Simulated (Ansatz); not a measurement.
A displaced shape of singlet C2H2:

```xyz
4

C    -0.0140   -0.0452   -0.6204
C    -0.0192   -0.0432    0.6205
H    -0.0291   -0.0316   -1.6537
H     0.0289    0.0338    1.7020
```

It was optimised with PBE0/def2-SVP in Ansatz (development build ahead of 0.2.0) to forces under 0.001 eV/Å, with restricted orbitals. Each step stands on the lowest determinant of that kind that the program's search found.

Question: What shape does it relax to, and how does the optimisation go?

Answer:

```xyz
4

C    -0.0173   -0.0320   -0.5920
C     0.0006   -0.0111    0.6162
H    -0.0332   -0.0507   -1.6667
H     0.0165    0.0075    1.6909
```

Bond lengths: C1–C2 1.209 Å, C1–H3 1.075 Å, C2–H4 1.075 Å. Angles: C1–C2–H4 180.0°, C2–C1–H3 180.0°.

```csv
step,E − E(start) (eV),largest force (eV/Å)
1,0.0000,5.1716
2,-0.0950,0.3578
3,-0.0981,0.1223
4,-0.0999,0.0952
5,-0.1010,0.0548
6,-0.1011,0.0143
7,-0.1012,0.0039
8,-0.1012,0.0005
```

The optimisation ended after 8 steps with its threshold met.
